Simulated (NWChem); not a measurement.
Everything below was run with NWChem. System: H2Si, charge 0, spin multiplicity 1, displaced from the optimised geometry. The structure started from a generated list of species.

Job file:

```
start mol
memory heap 200 mb stack 900 mb global 1100 mb
geometry units angstroms nocenter noautoz noautosym
  Si     0.000000     0.000000     0.134141
  H      2.192288     0.000000    -2.012119
  H     -1.096144     0.000000    -0.938989
end
basis spherical
  * library cc-pvdz
end
dft
  xc xpbe96 cpbe96
  semidirect memsize 60000000 filesize 0
  iterations 100
end
task dft energy
```

The output up to the point where the run's verdict is printed (cleaned and shortened):

```
             Northwest Computational Chemistry Package (NWChem) 7.3.0
             --------------------------------------------------------

                                NWChem Input Module
                                -------------------

 Scaling coordinates for geometry "geometry" by  1.889725989
 (inverse scale =  0.529177249)

                             Geometry "geometry" -> ""
                             -------------------------

 Output coordinates in angstroms (scale by  1.889725989 to convert to a.u.)

  No.       Tag          Charge          X              Y              Z
 ---- ---------------- ---------- -------------- -------------- --------------
    1 Si                  14.0000     0.00000000     0.00000000     0.13414100
    2 H                    1.0000     2.19228800     0.00000000    -2.01211900
    3 H                    1.0000    -1.09614400     0.00000000    -0.93898900

 Effective nuclear repulsion energy (a.u.)       7.3972840628

            Nuclear Dipole moment (a.u.)
            ----------------------------
        X                 Y               Z
 ---------------- ---------------- ----------------
     2.0714118040     0.0000000000    -2.0279292090


 Summary of "ao basis" -> "" (spherical)
 ------------------------------------------------------------------------------
       Tag                 Description            Shells   Functions and Types
 ---------------- ------------------------------  ------  ---------------------
 *                          cc-pvdz                   on all atoms

  pbe96 is a nonlocal functional; adding pw91lda local functional.

                                 NWChem DFT Module
                                 -----------------

 Summary of "ao basis" -> "ao basis" (spherical)
 ------------------------------------------------------------------------------
       Tag                 Description            Shells   Functions and Types
 ---------------- ------------------------------  ------  ---------------------
 Si                         cc-pvdz                  8       18   4s3p1d
 H                          cc-pvdz                  3        5   2s1p
[...]
 d= 0,ls=0.5,diis    52   -290.1686077608 -1.41D-04  1.54D-04  8.00D-03     2.1
 d= 0,ls=0.5,diis    53   -290.1687920614 -1.84D-04  3.05D-04  7.52D-03     2.2
 d= 0,ls=0.5,diis    54   -290.1691576653 -3.66D-04  2.00D-04  6.49D-03     2.2
 d= 0,ls=0.5,diis    55   -290.1694316775 -2.74D-04  1.57D-04  5.77D-03     2.2
 d= 0,ls=0.5,diis    56   -290.1695877930 -1.56D-04  1.37D-04  5.36D-03     2.3
 d= 0,ls=0.5,diis    57   -290.1697032991 -1.16D-04  8.97D-05  5.08D-03     2.3
 d= 0,ls=0.5,diis    58   -290.1698010974 -9.78D-05  1.01D-04  4.84D-03     2.3
 d= 0,ls=0.5,diis    59   -290.1699046653 -1.04D-04  9.86D-05  4.57D-03     2.4
 d= 0,ls=0.5,diis    60   -290.1699986385 -9.40D-05  1.04D-04  4.33D-03     2.4
 d= 0,ls=0.5,diis    61   -290.1700935451 -9.49D-05  1.20D-04  4.09D-03     2.5
 d= 0,ls=0.5,diis    62   -290.1701952409 -1.02D-04  1.39D-04  3.83D-03     2.5
 d= 0,ls=0.5,diis    63   -290.1702801996 -8.50D-05  1.67D-04  3.63D-03     2.5
 d= 0,ls=0.5,diis    64   -290.1703653947 -8.52D-05  2.32D-04  3.43D-03     2.6
 d= 0,ls=0.5,diis    65   -290.1705679977 -2.03D-04  2.49D-04  2.90D-03     2.6
 d= 0,ls=0.5,diis    66   -290.1707486911 -1.81D-04  2.97D-04  2.47D-03     2.6
 d= 0,ls=0.5,diis    67   -290.1709184209 -1.70D-04  3.72D-04  2.11D-03     2.7
 d= 0,ls=0.5,diis    68   -290.1710796252 -1.61D-04  5.55D-04  1.84D-03     2.7
 d= 0,ls=0.5,diis    69   -290.1712216048 -1.42D-04  7.51D-04  1.78D-03     2.7
 d= 0,ls=0.5,diis    70   -290.1714148558 -1.93D-04  1.01D-03  1.85D-03     2.8
 d= 0,ls=0.5,diis    71   -290.1717623126 -3.47D-04  1.37D-03  1.96D-03     2.8
 d= 0,ls=0.5,diis    72   -290.1723492510 -5.87D-04  1.84D-03  2.28D-03     2.8
 d= 0,ls=0.5,diis    73   -290.1733202271 -9.71D-04  2.48D-03  3.13D-03     2.9
 d= 0,ls=0.5,diis    74   -290.1749977539 -1.68D-03  3.30D-03  4.88D-03     2.9
 d= 0,ls=0.5,diis    75   -290.1778682586 -2.87D-03  4.29D-03  8.21D-03     2.9
 d= 0,ls=0.5,diis    76   -290.1826088480 -4.74D-03  5.46D-03  1.41D-02     3.0
 d= 0,ls=0.5,diis    77   -290.1897497796 -7.14D-03  6.61D-03  2.47D-02     3.0
 d= 0,ls=0.5,diis    78   -290.1998120873 -1.01D-02  7.52D-03  4.08D-02     3.1
 d= 0,ls=0.5,diis    79   -290.2110441983 -1.12D-02  8.23D-03  6.50D-02     3.1
 d= 0,ls=0.5,diis    80   -290.2189902943 -7.95D-03  8.20D-03  1.03D-01     3.1
 d= 0,ls=0.5,diis    81   -290.2217894361 -2.80D-03  7.63D-03  1.47D-01     3.2
 d= 0,ls=0.5,diis    82   -290.2196947269  2.09D-03  6.78D-03  1.87D-01     3.2
 d= 0,ls=0.5,diis    83   -290.2141829065  5.51D-03  5.79D-03  2.19D-01     3.2
 d= 0,ls=0.5,diis    84   -290.2079997365  6.18D-03  4.84D-03  2.40D-01     3.3
 d= 0,ls=0.5,diis    85   -290.2020332837  5.97D-03  4.01D-03  2.54D-01     3.3
 d= 0,ls=0.5,diis    86   -290.1967536091  5.28D-03  3.38D-03  2.63D-01     3.3
 d= 0,ls=0.5,diis    87   -290.1961269329  6.27D-04  2.65D-03  2.63D-01     3.4
 d= 0,ls=0.5,diis    88   -290.1961292888 -2.36D-06  2.13D-03  2.61D-01     3.4
 d= 0,ls=0.5,diis    89   -290.1973127046 -1.18D-03  3.05D-03  2.57D-01     3.5
 d= 0,ls=0.5,diis    90   -290.2100140247 -1.27D-02  2.77D-03  2.29D-01     3.5
 d= 0,ls=0.5,diis    91   -290.2109891220 -9.75D-04  4.49D-03  2.31D-01     3.5
 d= 0,ls=0.5,diis    92   -290.2329713373 -2.20D-02  6.85D-03  1.85D-01     3.6
 d= 0,ls=0.5,diis    93   -290.2782003076 -4.52D-02  4.85D-03  9.97D-02     3.6
 d= 0,ls=0.5,diis    94   -290.3039859384 -2.58D-02  3.40D-03  5.62D-02     3.6
 d= 0,ls=0.5,diis    95   -290.3148191758 -1.08D-02  2.05D-03  3.74D-02     3.7
 d= 0,ls=0.5,diis    96   -290.3172589794 -2.44D-03  1.24D-03  3.59D-02     3.7
 d= 0,ls=0.5,diis    97   -290.3197888046 -2.53D-03  8.61D-04  3.22D-02     3.7
 d= 0,ls=0.5,diis    98   -290.3220369211 -2.25D-03  7.50D-04  2.83D-02     3.8
 d= 0,ls=0.5,diis    99   -290.3241649546 -2.13D-03  9.34D-04  2.40D-02     3.8
 d= 0,ls=0.5,diis   100   -290.3268615158 -2.70D-03  7.00D-04  1.81D-02     3.9
```

The run did not converge; its last values are not results. The next line reads: Calculation failed to converge. NWChem stopped with the message: dft energy failed.
